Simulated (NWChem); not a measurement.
**Correlation energy of CS**

```
C
S 1 1.5389
```
Charge 0, spin multiplicity 1.

Everything below was run with NWChem. Structure: optimised with B3LYP/def2-SVP, a minimum by its harmonic frequencies.

Basis set: def2-SVP. Each correlation energy counts from its own Hartree-Fock reference.

```tsv
method	correlation energy (mHa)	difference from CCSD(T)
CR-CCSD(T)	-270.6	+3.2
CR-CCSD[T]	-272.1	+1.7
CCSDT	-274.6	-0.8
CCSD	-259.1	+14.8
CCSD+T(CCSD)	-275.8	-2.0
SCS-MP2	-237.1	+36.8
MP2	-243.1	+30.7
CCSD(T)	-273.8	0.0
```

The values span 38.7 mHa, from CCSD+T(CCSD) (lowest) to SCS-MP2 (highest). 

The correlated methods keep 6 core orbitals frozen. The structure started from a generated list of species. Differences from the coupled-cluster row are differences between methods, not errors against experiment.
